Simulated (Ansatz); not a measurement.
# doublet [HNO3]+ at 6 levels

Aim: a comparison of 6 runs (U-r2SCAN/6-311+G**, U-wB97X/6-311+G**, UB3LYP/6-311+G**, UBHLYP/6-311+G**, UCAM-B3LYP/6-311+G**, UPBE-QIDH/6-311+G**) of doublet [HNO3]+. 

The calculation is run with Ansatz 0.2.0.

51 further runs of the same task are left out: 51 set aside as unsound or not needed.

### 1 The molecule

[HNO3]+ has 5 atoms, charge +1, and is taken as a doublet. As SMILES of the parent species, `O=NOO`. The shape is that of a PBE0-D4/def2-TZVP optimisation. That shape belongs to the parent species and isn't relaxed for this state.

Bond lengths: O1–N2 1.180 Å, N2–O3 1.353 Å, O3–O4 1.401 Å, O4–H5 0.984 Å. Angles: O1–N2–O3 114.6°, N2–O3–O4 114.1°, O3–O4–H5 101.0°.

### 2 The energy at U-r2SCAN/6-311+G(d,p) (run 1)

input.yaml

```yaml
crystal:
  periodic: [false, false, false]
  atoms:
    - {symbol: O, position_ang: [0.136350, -0.835310, 0.979060]}
    - {symbol: "N", position_ang: [-0.871770, -0.628300, 0.400790]}
    - {symbol: O, position_ang: [-0.775090, 0.288530, -0.589000]}
    - {symbol: O, position_ang: [0.508600, 0.826880, -0.747550]}
    - {symbol: H, position_ang: [1.001920, 0.348200, -0.043280]}
basis:
  gaussian:
    orbitals: 6-311+G_st__st_.json
total_charge: 1
magnetization:
  spin_polarized: true
  initial_magnetization: 1
hamiltonian:
  xc: {name: r2SCAN}
accuracy: high
output: {orbitals: {seedname: orbitals}}
```

The basis set 6-311+G** is read from a file made from the Basis Set Exchange's data (not shown).

Launch:

```console
$ ansatz run input.yaml --threads 1 --pin off --max-ram 3480MiB --events-out events.jsonl --progress --plain --runs-dir runs
```

The log of the run:

```text
Warning: RAYON_NUM_THREADS=1 ignored (pool sized by the plan → 1); use --threads N
Functional definition: r2SCAN
  name "r2SCAN"
  parameter k0 = 0.174
  parameter k1 = 0.065
  parameter a1 = 4.9479
  exchange = r2scan_x(k0 = k0, k1 = k1, a1 = a1)
  correlation = r2scan_c
1794 factors; integrals over basis functions are off by at most 2.9e-9 eV
mean field evaluation 1: about -7622.2247 eV, gradient 4.6e1 eV
mean field evaluation 2: about -7521.5972 eV, gradient 1.3e2 eV
mean field evaluation 4: about -7622.8204 eV, gradient 4.0e1 eV
mean field evaluation 8: about -7628.7784 eV, gradient 8.1e0 eV
mean field evaluation 16: about -7629.0743 eV, gradient 7.4e-2 eV
mean field evaluation 32: about -7628.5777 eV, gradient 1.0e1 eV
mean field -7629.10725743 eV, -280.3645205159 hartree, gradient 1.6e-8 eV, S^2 0.772325; 3 other end points of the search recorded, 0 dependent functions left out
reference -7629.10726233 eV, -280.3645206960 hartree; 16, 15 occupied and 78, 79 virtual orbitals, 1794 factors
Total energy: -7629.10726233 eV, -280.3645206960 hartree
```

Run time: 30 s. Hardware: 1 thread of Arm Neoverse V2, shared host; peak memory 0.35 GiB.

### 3 A single-point energy at U-wB97X/6-311+G(d,p) (run 2)

molecule.yaml

```yaml
crystal:
  periodic: [false, false, false]
  atoms:
    - {symbol: O, position_ang: [0.136350, -0.835310, 0.979060]}
    - {symbol: "N", position_ang: [-0.871770, -0.628300, 0.400790]}
    - {symbol: O, position_ang: [-0.775090, 0.288530, -0.589000]}
    - {symbol: O, position_ang: [0.508600, 0.826880, -0.747550]}
    - {symbol: H, position_ang: [1.001920, 0.348200, -0.043280]}
basis:
  gaussian:
    orbitals: 6-311+G_st__st_.json
total_charge: 1
magnetization:
  spin_polarized: true
  initial_magnetization: 1
hamiltonian:
  xc: {name: wB97X}
accuracy: high
output: {orbitals: {seedname: orbitals}}
```

The basis set 6-311+G** is read from a file made from the Basis Set Exchange's data (not shown).

Launch:

```console
$ ansatz run molecule.yaml --threads 1 --pin off --max-ram 3480MiB --events-out events.jsonl --progress --plain --runs-dir runs
```

The log of the run, cut to the lines that bear on the results:

```text
Warning: RAYON_NUM_THREADS=1 ignored (pool sized by the plan → 1); use --threads N
Functional definition: wB97X
  name "wB97X"
[...]
      + exact_x_lr(omega)
[...]
      + integral(e_c_pw_opposite_spin*poly(b97_u_opposite, 1, cos1, cos2, cos3, cos4))
1794 factors; integrals over basis functions are off by at most 2.9e-9 eV
314 factors; integrals over basis functions are off by at most 1.6e-9 eV
[...]
mean field -7630.29042692 eV, -280.4080011926 hartree, gradient 2.6e-8 eV, S^2 0.760024; 6 other end points of the search recorded, 0 dependent functions left out
reference -7630.29042269 eV, -280.4080010371 hartree; 16, 15 occupied and 78, 79 virtual orbitals, 1794 factors
Total energy: -7630.29042269 eV, -280.4080010371 hartree
```

Wall time 1.7 min (1 thread of Arm Neoverse V2, shared host); peak memory 0.62 GiB.

Runs 3 to 5 aren't shown in full; the table further down has their settings and results.

### 4 A single-point energy at UPBE-QIDH/6-311+G(d,p) (run 6)

run.yaml

```yaml
crystal:
  periodic: [false, false, false]
  atoms:
    - {symbol: O, position_ang: [0.136350, -0.835310, 0.979060]}
    - {symbol: "N", position_ang: [-0.871770, -0.628300, 0.400790]}
    - {symbol: O, position_ang: [-0.775090, 0.288530, -0.589000]}
    - {symbol: O, position_ang: [0.508600, 0.826880, -0.747550]}
    - {symbol: H, position_ang: [1.001920, 0.348200, -0.043280]}
basis:
  gaussian: {orbitals: 6-311+G_st__st_.json}
hamiltonian: {xc: {name: PBE-QIDH}}
accuracy: high
total_charge: 1
output: {orbitals: {seedname: orbitals}}
correlation: {frozen_orbitals: {H: 0, "N": 1, O: 1}}
magnetization: {spin_polarized: true, initial_magnetization: 1}
```

The basis set 6-311+G** is read from a file made from the Basis Set Exchange's data (not shown).

Launch:

```console
$ ansatz run run.yaml --threads 1 --pin off --max-ram 3480MiB --events-out events.jsonl --progress --plain --runs-dir runs
```

The log of the run, cut to the lines that bear on the results:

```text
Warning: RAYON_NUM_THREADS=1 ignored (pool sized by the plan → 1); use --threads N
Functional definition: PBE-QIDH
  name "PBE-QIDH"
[...]
1794 factors; integrals over basis functions are off by at most 2.9e-9 eV
[...]
mean field -7612.95835640 eV, -279.7710593493 hartree, gradient 6.9e-8 eV, S^2 0.782177; 4 other end points of the search recorded, 0 dependent functions left out
4 core orbitals not correlated: weight in the atoms' cores, before any rotation towards them, 1.000 or more for the frozen orbitals, at most 0.000 for the correlated occupied ones
reference -7612.95835788 eV, -279.7710594035 hartree; 12, 11 occupied and 78, 79 virtual orbitals, 1794 factors
second order -24.18999010 eV of doubles, -0.00000000 eV of singles
Total energy: -7621.02168791 eV, -280.0673813167 hartree
```

Run time: 20 s. Hardware: 1 thread of Arm Neoverse V2, shared host; peak memory 0.35 GiB.

### 5 The series

| run | level | frozen core orbitals | energy (Eh) | HOMO energy (eV) | LUMO energy (eV) | ⟨S²⟩ | wall time |
| --- | --- | --- | --- | --- | --- | --- | --- |
| 1 | U-r2SCAN/6-311+G** | – | -280.364521 | -16.21 | -15.78 | 0.772 | 30 s |
| 2 | U-wB97X/6-311+G** | – | -280.408001 | -19.82 | -12.45 | 0.760 | 1.7 min |
| 3 | UB3LYP/6-311+G** | – | -280.482141 | -17.14 | -15.15 | 0.759 | 25 s |
| 4 | UBHLYP/6-311+G** | – | -280.313958 | -19.02 | -13.36 | 0.772 | 27 s |
| 5 | UCAM-B3LYP/6-311+G** | – | -280.385738 | -18.89 | -13.59 | 0.761 | 37 s |
| 6 | UPBE-QIDH/6-311+G** | 4 | -280.067381 | -20.00 | -12.15 | 0.782 | 20 s |

### 6 Outcome

| quantity | value |
| --- | --- |
| run 6: total energy | -280.06738 Eh |
| run 6: HOMO energy (SCF part's orbitals) (highest over α and β) | -20.00 eV |
| run 6: LUMO energy (SCF part's orbitals) (lowest over α and β) | -12.15 eV |
| run 6: ⟨S²⟩ | 0.782 |

In words: Totals of different functionals can't be ranked against each other. All runs together took 4 min, the longest 1.7 min.
